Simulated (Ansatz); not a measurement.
Frontier orbitals of `O/C=C\Cl`.

The species carries charge 0 and has multiplicity 1. The structure was optimised at the PBE0-D4/def2-TZVP level. It is one conformer, not always the lowest. Basis def2-TZVPP, Ansatz 0.2.0.

| functional | HOMO (eV) | LUMO (eV) | gap (eV) |
| --- | --- | --- | --- |
| LDA (SPW92) | -5.77 | -0.81 | 4.96 |
| PBE | -5.58 | -0.56 | 5.02 |
| revPBE | -5.51 | -0.47 | 5.04 |
| BLYP | -5.45 | -0.45 | 5.00 |
| r2SCAN | -5.81 | -0.34 | 5.47 |
| PBE0 | -6.80 | 0.43 | 7.23 |
| B3LYP | -6.59 | 0.18 | 6.77 |
| r2SCANh | -6.27 | 0.02 | 6.29 |
| HSE06 (plane-wave form) | -6.40 | 0.05 | 6.45 |
| ωB97X-V | -9.11 | 2.70 | 11.81 |
| ωB97M-V | -9.00 | 2.59 | 11.59 |

(1) What is the vertical ionisation energy at frozen-core CCSD(T)/CBS(def2)? (Estimate.)

Answers

(1) The calculation gave: 9.44 eV (T1 of the cation 0.025).

From PBE to PBE0 the HOMO moves by −1.22 eV and the LUMO by +0.99 eV, and with ωB97M-V by −3.42 and +3.15 eV, so the gap grows from 5.02 to 11.59 eV with exact exchange. A positive LUMO is unbound and depends on the basis. −ε(HOMO) differs from that ionisation energy by −3.86 eV with PBE and −0.44 eV with ωB97M-V.

B3LYP here is the variant with VWN-RPA as its local correlation; programs differ in this.
